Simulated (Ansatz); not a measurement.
**A ladder of methods for CF2 (SMILES F[C]F)**

CF2 has 3 atoms, charge 0, and is taken as a singlet. SMILES: `F[C]F`. Geometry: relaxed at GFN2-xTB.

```xyz
3

F     0.3969    1.0328    0.3328
C     0.3268   -0.2722    0.1497
F    -0.7238   -0.7606   -0.4825
```

Each level gives the energy change with the F1–C2 bond stretched from 1.320 to 2.639 Å (eV). The values are calculated.

| level | kind | program | value (eV) | less FCI/STO-3G | CPU time (all runs) |
| --- | --- | --- | --- | --- | --- |
| BLYP/STO-3G (restricted) | GGA | Ansatz | 5.09 | +1.55 | 2.6 s |
| BHLYP/STO-3G (restricted) | global hybrid | Ansatz | 7.34 | +3.80 | 1.4 s |
| wB97M-V/STO-3G (restricted) | range-separated hybrid | Ansatz | 7.03 | +3.49 | 21 s |
| B2PLYP/STO-3G (restricted) | double hybrid | Ansatz | 5.55 | +2.01 | 2.1 s |
| BCCD(T)/STO-3G (restricted) | coupled cluster or CI | Ansatz | 3.44 | -0.10 | 0.55 s |
| CCSD/STO-3G (restricted) | coupled cluster or CI | Ansatz | 3.61 | +0.07 | 0.43 s |
| CCSDT(Q)/STO-3G (restricted) | coupled cluster or CI | Ansatz | 3.54 | 0.00 | 1.4 s |
| FCI/STO-3G | exact in the basis | Ansatz | 3.54 | 0.00 | 1 s |

FCI/STO-3G is exact within its basis and frozen core, so for wave-function methods in that basis the difference is their error; functionals converge differently with the basis, so for them it is only a difference. The first shape isn't each level's own minimum. The values span 3.44 to 7.34 eV. All rows use very small basis sets, so even the best lies far from the true value. CPU times are rough (shared hosts, several kinds of processor): they show what a rung costs within a factor of a few.
